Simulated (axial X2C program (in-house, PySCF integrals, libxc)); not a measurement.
**HF⁺ with a deliberately poor setting**

Computed with an in-house relativistic program for diatomic molecules.

Input:
```json
{
 "zs": [
  9,
  1
 ],
 "q": 1,
 "bas": [
  "dyall-v3z",
  "dyall-v3z"
 ],
 "levels": [
  "PBE0",
  "HF",
  "BP86",
  "PW91"
 ],
 "cc": false,
 "r0": 0.96,
 "npts": 10,
 "nst": 2,
 "ntry": 6,
 "opt": {
  "auxb": 6.0
 }
}
```
```bash
python so2c.py task.json out
```

Keys: zs atomic numbers; q charge; bas basis sets; levels methods; cc coupled cluster on or off; r0 starting distance in Å; npts points on the curve; nst determinants followed; ntry starts of the search; auxb ratio of fitting exponents. HF also brings MP2.

One numerical setting was spoiled on purpose. Which, and what came out?

Density fitting set too sparse. States: spin-free M_S = 1/2, Λ = 1; 2c Ω = 3/2. The apparent results, which are not to be taken for properties of HF⁺:

```tsv
Hamiltonian	level	points converged	Re (Å)	ωe (cm⁻¹)	De (eV)	curve-fit residual (μEh)
spin-free	PBE0	10 of 10	1.012	3005	3.12	0.023
spin-free	HF	10 of 10	0.985	3267	3.13	0.03
spin-free	MP2	10 of 10	1.000	3142	3.50	0.022
spin-free	BP86	10 of 10	1.029	2850	3.10	0.066
spin-free	PW91	10 of 10	1.028	2854	3.07	0.016
2c	PBE0	10 of 10	1.012	3006	3.14	0.023
2c	HF	10 of 10	0.985	3268	3.14	0.03
2c	MP2	10 of 10	1.000	3143	3.51	0.022
2c	BP86	10 of 10	1.029	2851	3.12	0.066
2c	PW91	10 of 10	1.028	2855	3.09	0.016
```
